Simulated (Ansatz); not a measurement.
Start from `CC(O)CF` and change one atom or group to get `CC(N)O`.

Ansatz, PBE0-D4/def2-TZVP geometries, multiplicity 1. Each molecule was computed in one conformer, which needn't be the lowest.

```csv
property,`CC(O)CF`
LUMO energy (ωB97M-V/def2-TZVPP) / eV,2.66
HOMO energy (ωB97M-V/def2-TZVPP) / eV,-10.46
LUMO energy (PBE/def2-TZVPP) / eV,0.39
HOMO energy (PBE/def2-TZVPP) / eV,-6.35
HOMO–LUMO gap (B3LYP/def2-TZVPP) / eV,8.65
LUMO energy (B3LYP/def2-TZVPP) / eV,0.86
```

(1) What does the change do to each property? (Best estimate.)

Results:

(1) The calculation gave: 
| property | `CC(N)O` | shift |
| --- | --- | --- |
| LUMO energy (ωB97M-V/def2-TZVPP) / eV | 2.19 | -0.47 |
| HOMO energy (ωB97M-V/def2-TZVPP) / eV | -9.66 | 0.80 |
| LUMO energy (PBE/def2-TZVPP) / eV | -0.02 | -0.41 |
| HOMO energy (PBE/def2-TZVPP) / eV | -5.64 | 0.71 |
| HOMO–LUMO gap (B3LYP/def2-TZVPP) / eV | 7.39 | -1.26 |
| LUMO energy (B3LYP/def2-TZVPP) / eV | 0.42 | -0.44 |

With PBE0 the HOMO rises by 0.80 eV and the LUMO falls by 0.42 eV, so the gap narrows by about 1.22 eV. PBE moves the HOMO by 0.71 eV and ωB97M-V by 0.80 eV. The zero-point energy changes by -10.1 kJ/mol with -3 modes.

B3LYP here is the variant with VWN-RPA as its local correlation; programs differ in this.
